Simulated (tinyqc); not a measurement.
Worked calculation: CCD on RHF in the sto-6g basis, frozen core, for BH2+, spin multiplicity 1. One step of it, computed by the program tinyqc.

Task: CCD: starting amplitudes. t_ij^ab = <ij||ab> / (e_i + e_j - e_a - e_b), whose energy is MP2.

orbital energies (hartree): [-8.034100, -0.954280, -0.822866, -0.215451, -0.164506, 0.141526, 0.298524]

Two-electron integrals over orbitals (pq|rs), unique and non-zero (hartree); the lowest 1 orbital is frozen and left out:
```
(22|22) 0.462125    (32|32) 0.142188    (33|22) 0.456130    (33|33) 0.475865
(42|22) 0.013482    (42|33) 0.014231    (42|42) 0.072756    (43|32) 0.024750
(43|43) 0.030233    (44|22) 0.445815    (44|33) 0.425448    (44|42) -0.073416
(44|44) 0.575779    (52|52) 0.075504    (53|53) 0.018715    (54|52) -0.029185
(54|54) 0.040025    (55|22) 0.469719    (55|33) 0.433864    (55|42) -0.038150
(55|44) 0.507846    (55|55) 0.587109    (62|22) 0.047962    (62|33) 0.009402
(62|42) -0.003244   (62|44) 0.062908    (62|55) 0.101030    (62|62) 0.088395
(63|32) -0.068942   (63|43) -0.026378   (63|63) 0.078809    (64|22) 0.024609
(64|33) 0.002457    (64|42) 0.005041    (64|44) 0.036535    (64|55) 0.040087
(64|62) 0.049998    (64|64) 0.035350    (65|52) 0.051464    (65|54) -0.010278
(65|65) 0.042524    (66|22) 0.463160    (66|33) 0.460461    (66|42) 0.053171
(66|44) 0.407766    (66|55) 0.440015    (66|62) 0.029813    (66|64) 0.019843
(66|66) 0.511815    (72|32) -0.013115   (72|43) -0.029424   (72|63) 0.051496
(72|72) 0.054389    (73|22) 0.046098    (73|33) 0.026267    (73|42) -0.049044
(73|44) 0.102989    (73|55) 0.110389    (73|62) 0.073910    (73|64) 0.037234
(73|66) -0.002978   (73|73) 0.108582    (74|32) -0.065382   (74|43) 0.003565
(74|63) 0.039504    (74|72) 0.004320    (74|74) 0.050304    (75|53) 0.016688
(75|75) 0.018461    (76|32) 0.120175    (76|43) 0.037198    (76|63) -0.082925
(76|72) -0.040151   (76|74) -0.055375   (76|76) 0.129654    (77|22) 0.460304
(77|33) 0.478082    (77|42) -0.002309   (77|44) 0.457465    (77|55) 0.456229
(77|62) 0.011984    (77|64) 0.000300    (77|66) 0.472416    (77|73) 0.036705
(77|77) 0.507976
```

Give: Starting amplitudes; correlation energy.

Result:

Starting amplitudes (spin orbitals 1a, 1b, ...; amplitudes related by a flip of all spins are not repeated):
```
from      to        t
2a 2b  4a 4b  -0.0492
3a 3b  7a 7b  -0.0484
2a 2b  5a 5b  -0.0478
3a 3b  6a 6b  -0.0409
2a 2b  6a 6b  -0.0403
2a 3b  6a 7b  -0.0333
2a 3b  4a 7b   0.0264
3a 3b  4a 4b  -0.0249
2a 3b  6b 7a   0.0232
2a 2b  7a 7b  -0.0217
3a 3b  4a 6b   0.0168
2a 3b  4b 7a  -0.0158
3a 3b  5a 5b  -0.0142
2a 3a  4a 7a   0.0105
2a 3a  6a 7a  -0.0101
2a 2b  4a 6b   0.0018
```

correlation energy = -0.034033 hartree
